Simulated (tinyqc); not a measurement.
Worked calculation: LCCD on RHF in the sto-3g basis, for OH-, spin multiplicity 1. The basis has no diffuse functions, so it cannot describe the extra electron: this is an exercise in the method, not the real anion. Computed by tinyqc, a small Python program that keeps every step (integrals from PySCF). Settings: charge = -1, multiplicity = 1, basis = sto-3g, method = RHF, energy threshold = 1e-10, iteration cap = 79, orthogonalisation = symmetric, start = core, DIIS depth = 6, amplitude equations = LCCD, DIIS depth for amplitudes = 6, cap on updates = 68. Command: `OMP_NUM_THREADS=1 python tinyqc.py 25579 25580 out.jsonl` (the two numbers bound the seeds that draw the settings). One thread of a shared host (Intel(R) Xeon(R) Processor @ 2.60GHz), about 0.07 s of CPU time with the checks. The early iterations of the SCF are left out here.

## One-electron integrals

Geometry (angstrom):
```
atom         x         y         z
O     0.000000  0.000000  0.000000
H     0.000000  0.000000  0.829000
```

Basis sto-3g: exponents (1/bohr^2) and contraction coefficients of normalised primitives:
```
element  l (shell)    exponent  coefficient
O            s (1)  130.709320     0.154329
O            s (1)   23.808861     0.535328
O            s (1)    6.443608     0.444635
O            s (2)    5.033151    -0.099967
O            s (2)    1.169596     0.399513
O            s (2)    0.380389     0.700115
O            p (3)    5.033151     0.155916
O            p (3)    1.169596     0.607684
O            p (3)    0.380389     0.391957
H            s (1)    3.425251     0.154329
H            s (1)    0.623914     0.535328
H            s (1)    0.168855     0.444635
```

Overlap, kinetic and nuclear-attraction integrals over the contracted functions; the nuclear repulsion is the sum of Za Zb / Rab.

nuclear repulsion = 5.10665584 hartree

overlap S, order 1O 1s, 1O 2s, 1O 2px, 1O 2py, 1O 2pz, 2H 1s:
```
[[1.000000, 0.236704, 0.000000, 0.000000, 0.000000, 0.072874],
 [0.236704, 1.000000, 0.000000, 0.000000, 0.000000, 0.562226],
 [0.000000, 0.000000, 1.000000, 0.000000, 0.000000, 0.000000],
 [0.000000, 0.000000, 0.000000, 1.000000, 0.000000, 0.000000],
 [0.000000, 0.000000, 0.000000, 0.000000, 1.000000, 0.433192],
 [0.072874, 0.562226, 0.000000, 0.000000, 0.433192, 1.000000]]
```

kinetic energy T (hartree), order 1O 1s, 1O 2s, 1O 2px, 1O 2py, 1O 2pz, 2H 1s:
```
[[29.003200, -0.168011, 0.000000, 0.000000, 0.000000, 0.010000],
 [-0.168011, 0.808128, 0.000000, 0.000000, 0.000000, 0.199679],
 [0.000000, 0.000000, 2.528731, 0.000000, 0.000000, 0.000000],
 [0.000000, 0.000000, 0.000000, 2.528731, 0.000000, 0.000000],
 [0.000000, 0.000000, 0.000000, 0.000000, 2.528731, 0.391453],
 [0.010000, 0.199679, 0.000000, 0.000000, 0.391453, 0.760032]]
```

nuclear attraction V (hartree), order 1O 1s, 1O 2s, 1O 2px, 1O 2py, 1O 2pz, 2H 1s:
```
[[-61.256787, -7.334175, 0.000000, 0.000000, -0.020696, -2.337414],
 [-7.334175, -9.671842, 0.000000, 0.000000, -0.227982, -4.542474],
 [0.000000, 0.000000, -9.543264, 0.000000, 0.000000, 0.000000],
 [0.000000, 0.000000, 0.000000, -9.543264, 0.000000, 0.000000],
 [-0.020696, -0.227982, 0.000000, 0.000000, -9.711342, -3.225630],
 [-2.337414, -4.542474, 0.000000, 0.000000, -3.225630, -6.026492]]
```

core Hamiltonian H = T + V (hartree), order 1O 1s, 1O 2s, 1O 2px, 1O 2py, 1O 2pz, 2H 1s:
```
[[-32.253587, -7.502186, 0.000000, 0.000000, -0.020696, -2.327415],
 [-7.502186, -8.863714, 0.000000, 0.000000, -0.227982, -4.342795],
 [0.000000, 0.000000, -7.014533, 0.000000, 0.000000, 0.000000],
 [0.000000, 0.000000, 0.000000, -7.014533, 0.000000, 0.000000],
 [-0.020696, -0.227982, 0.000000, 0.000000, -7.182610, -2.834178],
 [-2.327415, -4.342795, 0.000000, 0.000000, -2.834178, -5.266461]]
```

## Two-electron integrals

Functions are numbered as in S; the eight-fold symmetry (ij|kl) = (ji|kl) = (kl|ij) leaves the list below.

Two-electron integrals (ij|kl) in chemists' order, unique and non-zero (hartree):
```
(11|11) 4.785065   (21|11) 0.741380   (21|21) 0.136873   (22|11) 1.118947
(22|21) 0.256633   (22|22) 0.817206   (31|31) 0.024477   (32|31) 0.037809
(32|32) 0.180518   (33|11) 1.115814   (33|21) 0.256684   (33|22) 0.817023
(33|33) 0.880159   (41|41) 0.024477   (42|41) 0.037809   (42|42) 0.180518
(43|43) 0.047444   (44|11) 1.115814   (44|21) 0.256684   (44|22) 0.817023
(44|33) 0.785270   (44|44) 0.880159   (51|51) 0.024477   (52|51) 0.037809
(52|52) 0.180518   (53|53) 0.047444   (54|54) 0.047444   (55|11) 1.115814
(55|21) 0.256684   (55|22) 0.817023   (55|33) 0.785270   (55|44) 0.785270
(55|55) 0.880159   (61|11) 0.232856   (61|21) 0.042554   (61|22) 0.079034
(61|33) 0.078892   (61|44) 0.078892   (61|51) 0.001898   (61|52) 0.003530
(61|55) 0.079326   (61|61) 0.013393   (62|11) 0.500065   (62|21) 0.115836
(62|22) 0.400729   (62|33) 0.394547   (62|44) 0.394547   (62|51) 0.008483
(62|52) 0.061428   (62|55) 0.412735   (62|61) 0.036533   (62|62) 0.231982
(63|31) 0.012902   (63|32) 0.072189   (63|53) 0.013148   (63|63) 0.035427
(64|41) 0.012902   (64|42) 0.072189   (64|54) 0.013148   (64|64) 0.035427
(65|11) 0.330311   (65|21) 0.077606   (65|22) 0.286951   (65|33) 0.273591
(65|44) 0.273591   (65|51) 0.018009   (65|52) 0.114823   (65|55) 0.313366
(65|61) 0.025697   (65|62) 0.201881   (65|65) 0.209568   (66|11) 0.598593
(66|21) 0.140855   (66|22) 0.551338   (66|33) 0.529150   (66|44) 0.529150
(66|51) 0.014882   (66|52) 0.141442   (66|55) 0.595102   (66|61) 0.044942
(66|62) 0.380184   (66|65) 0.378979   (66|66) 0.774606
```

## Orthogonalisation

S = U s U^T; symmetric (Loewdin) form X = U s^(-1/2) U^T, so that X^T S X = 1.

eigenvalues of S: [0.280393, 0.841339, 1.000000, 1.000000, 1.121723, 1.756545]

X, order 1O 1s, 1O 2s, 1O 2px, 1O 2py, 1O 2pz, 2H 1s:
```
[[1.023477, -0.138581, 0.000000, 0.000000, -0.011976, 0.027608],
 [-0.138581, 1.224602, 0.000000, 0.000000, 0.153413, -0.440282],
 [0.000000, 0.000000, 1.000000, 0.000000, 0.000000, 0.000000],
 [0.000000, 0.000000, 0.000000, 1.000000, 0.000000, 0.000000],
 [-0.011976, 0.153413, 0.000000, 0.000000, 1.116125, -0.334192],
 [0.027608, -0.440282, 0.000000, 0.000000, -0.334192, 1.313220]]
```

## Iteration 7 (converged): orbitals

converged F (hartree), order 1O 1s, 1O 2s, 1O 2px, 1O 2py, 1O 2pz, 2H 1s:
```
[[-19.324805, -4.963103, 0.000000, 0.000000, -0.030518, -1.548790],
 [-4.963103, -1.783937, 0.000000, 0.000000, -0.123138, -0.912343],
 [0.000000, 0.000000, 0.267793, 0.000000, 0.000000, 0.000000],
 [0.000000, 0.000000, 0.000000, 0.267793, 0.000000, 0.000000],
 [-0.030518, -0.123138, 0.000000, 0.000000, 0.321800, -0.342143],
 [-1.548790, -0.912343, 0.000000, 0.000000, -0.342143, -0.315340]]
```

Diagonalise F' = X^T F X, C = X C', fill 5 alpha and 5 beta electrons from the bottom; D = 2 C_occ C_occ^T. Each column has its largest component positive (the first on a tie).

F' = X^T F X (hartree):
```
[[-18.949395, -2.655270, 0.000000, 0.000000, -0.057481, -0.302652],
 [-2.655270, -0.619354, 0.000000, 0.000000, 0.194140, -0.674488],
 [0.000000, 0.000000, 0.267793, 0.000000, 0.000000, 0.000000],
 [0.000000, 0.000000, 0.000000, 0.267793, 0.000000, 0.000000],
 [-0.057481, 0.194140, 0.000000, 0.000000, 0.634177, -0.655278],
 [-0.302652, -0.674488, 0.000000, 0.000000, -0.655278, 0.459579]]
```

orbital energies (hartree): [-19.334244, -0.631736, 0.079271, 0.267793, 0.267793, 1.411715]

coefficients C, order 1O 1s, 1O 2s, 1O 2px, 1O 2py, 1O 2pz, 2H 1s:
```
[[0.993993, -0.227274, -0.126864, 0.000000, 0.000000, 0.108838],
 [0.027179, 0.781392, 0.682824, 0.000000, 0.000000, -0.811589],
 [0.000000, 0.000000, 0.000000, 0.315068, 0.949069, 0.000000],
 [0.000000, 0.000000, 0.000000, 0.949069, -0.315068, 0.000000],
 [0.005491, 0.116746, -0.590008, 0.000000, 0.000000, -1.009618],
 [-0.009242, 0.321816, -0.593131, 0.000000, 0.000000, 1.255144]]
```

D after iteration 7, order 1O 1s, 1O 2s, 1O 2px, 1O 2py, 1O 2pz, 2H 1s:
```
[[2.111540, -0.474401, 0.000000, 0.000000, 0.107550, -0.014160],
 [-0.474401, 2.155121, 0.000000, 0.000000, -0.622997, -0.307581],
 [0.000000, 0.000000, 2.000000, 0.000000, 0.000000, 0.000000],
 [0.000000, 0.000000, 0.000000, 2.000000, 0.000000, 0.000000],
 [0.107550, -0.622997, 0.000000, 0.000000, 0.723539, 0.774944],
 [-0.014160, -0.307581, 0.000000, 0.000000, 0.774944, 0.910911]]
```

Within a degenerate level the vectors are fixed only up to a rotation; this is one choice.

## Convergence

Stop when the energy changes by less than 1e-10 hartree and every element of the error matrix X^T (F D S - S D F) X is below 3e-06.

Course of the cycle:
```
iteration   E (hartree)     change  largest element of the error matrix
1          -72.90074886          -                             9.66e-01
2          -73.99063656  -1.09e+00                             1.51e-01
3          -74.00291309  -1.23e-02                             4.47e-03
4          -74.00292983  -1.67e-05                             9.50e-04
5          -74.00293062  -7.86e-07                             5.09e-05
6          -74.00293062  -1.97e-09                             1.13e-07
7          -74.00293062  -1.42e-14                             4.30e-11
```

PySCF RHF in the same basis = -74.00293062 hartree

Converged in 7 iterations.

## Integrals over molecular orbitals

(pq|rs) = sum C_ip C_jq C_kr C_ls (ij|kl), one index at a time.

one-electron integrals over orbitals h = C^T H C (hartree):
```
[[-32.234872, 0.566569, 0.306680, 0.000000, 0.000000, -0.263016],
 [0.566569, -7.153774, -0.592705, 0.000000, 0.000000, 1.275872],
 [0.306680, -0.592705, -6.340751, 0.000000, 0.000000, -1.173802],
 [0.000000, 0.000000, 0.000000, -7.014533, 0.000000, 0.000000],
 [0.000000, 0.000000, 0.000000, 0.000000, -7.014533, 0.000000],
 [-0.263016, 1.275872, -1.173802, 0.000000, 0.000000, -5.487424]]
```

Two-electron integrals over orbitals (pq|rs), unique and non-zero (hartree):
```
(11|11) 4.743394    (21|11) -0.408187   (21|21) 0.055632    (22|11) 0.985960
(22|21) -0.011753   (22|22) 0.741387    (31|11) -0.228393   (31|21) 0.028495
(31|22) -0.017281   (31|31) 0.027898    (32|11) 0.169215    (32|21) -0.010331
(32|22) -0.018636   (32|31) 0.011715    (32|32) 0.144102    (33|11) 0.929884
(33|21) -0.012183   (33|22) 0.665471    (33|31) 0.005344    (33|32) 0.064241
(33|33) 0.729775    (41|41) 0.026090    (42|41) 0.031635    (42|42) 0.137778
(43|41) 0.016653    (43|42) 0.057588    (43|43) 0.059660    (44|11) 1.115314
(44|21) -0.011820   (44|22) 0.738270    (44|31) -0.006523   (44|32) 0.088085
(44|33) 0.697714    (44|44) 0.880159    (51|51) 0.026090    (52|51) 0.031635
(52|52) 0.137778    (53|51) 0.016653    (53|52) 0.057588    (53|53) 0.059660
(54|54) 0.047444    (55|11) 1.115314    (55|21) -0.011820   (55|22) 0.738270
(55|31) -0.006523   (55|32) 0.088085    (55|33) 0.697714    (55|44) 0.785270
(55|55) 0.880159    (61|11) 0.198787    (61|21) -0.030582   (61|22) -0.005626
(61|31) -0.000222   (61|32) 0.023557    (61|33) 0.019379    (61|44) 0.005093
(61|55) 0.005093    (61|61) 0.034842    (62|11) -0.275056   (62|21) 0.004832
(62|22) -0.120420   (62|31) 0.017959    (62|32) -0.003648   (62|33) -0.035213
(62|44) -0.140015   (62|55) -0.140015   (62|61) 0.014321    (62|62) 0.112603
(63|11) 0.234489    (63|21) -0.004430   (63|22) 0.054960    (63|31) 0.005009
(63|32) 0.105049    (63|33) 0.099961    (63|44) 0.122810    (63|55) 0.122810
(63|61) 0.010616    (63|62) -0.052291   (63|63) 0.130340    (64|41) -0.013096
(64|42) -0.049806   (64|43) 0.000083    (64|64) 0.039815    (65|51) -0.013096
(65|52) -0.049806   (65|53) 0.000083    (65|65) 0.039815    (66|11) 0.950411
(66|21) -0.009651   (66|22) 0.701263    (66|31) -0.019718   (66|32) -0.054251
(66|33) 0.647751    (66|44) 0.664426    (66|55) 0.664426    (66|61) -0.011307
(66|62) -0.087036   (66|63) 0.017509    (66|66) 0.729994
```

## LCCD: starting amplitudes

t_ij^ab = <ij||ab> / (e_i + e_j - e_a - e_b), whose energy is MP2.

Starting amplitudes (spin orbitals 1a, 1b, ...; amplitudes related by a flip of all spins are not repeated):
```
from      to          t
3a 3b  6a 6b  -0.048910
2a 2b  6a 6b  -0.027552
4a 4b  6a 6b  -0.017403
5a 5b  6a 6b  -0.017403
2a 3b  6a 6b   0.015489
1a 1b  6a 6b  -0.000840
1a 2b  6a 6b  -0.000628
1a 3b  6a 6b  -0.000481
```

correlation energy = -0.01254061 hartree

## LCCD: amplitude update 1

t_ij^ab D_ij^ab are set to the remaining terms of the spin-orbital equations, evaluated with the old amplitudes; for the doubles these are <ij||ab> + 1/2 <ab||ef> t_ij^ef + 1/2 <mn||ij> t_mn^ab + P(ij)P(ab) <mb||ej> t_im^ae, D the orbital-energy denominators (linear CCD).

Amplitudes after update 1 (spin orbitals 1a, 1b, ...; amplitudes related by a flip of all spins are not repeated):
```
from      to          t
3a 3b  6a 6b  -0.063985
2a 2b  6a 6b  -0.032396
2a 3b  6a 6b   0.022352
4a 4b  6a 6b  -0.022216
5a 5b  6a 6b  -0.022216
1a 1b  6a 6b  -0.000750
1a 2b  6a 6b  -0.000590
1a 3b  6a 6b  -0.000397
```

correlation energy = -0.01614577 hartree

## LCCD: convergence

E_corr = 1/4 sum <ij||ab> t_ij^ab; stop when the norm of the change is below 1e-8.

Course of the amplitude iterations:
```
update  correlation energy (hartree)  norm of the change
0                        -0.01254061                   -
1                        -0.01614577            3.96e-02
2                        -0.01727189            1.34e-02
3                        -0.01784662            4.80e-03
4                        -0.01784355            3.01e-04
5                        -0.01784311            4.65e-05
6                        -0.01784315            5.44e-06
7                        -0.01784315            2.47e-08
8                        -0.01784315            9.62e-10
```

Converged amplitudes (spin orbitals 1a, 1b, ...; amplitudes related by a flip of all spins are not repeated):
```
from      to          t
3a 3b  6a 6b  -0.071874
2a 2b  6a 6b  -0.032676
2a 3b  6a 6b   0.026453
4a 4b  6a 6b  -0.024870
5a 5b  6a 6b  -0.024870
1a 1b  6a 6b  -0.000735
1a 2b  6a 6b  -0.000559
1a 3b  6a 6b  -0.000338
```

LCCD total energy = -74.02077377 hartree

Converged in 8 updates, with DIIS from the third.
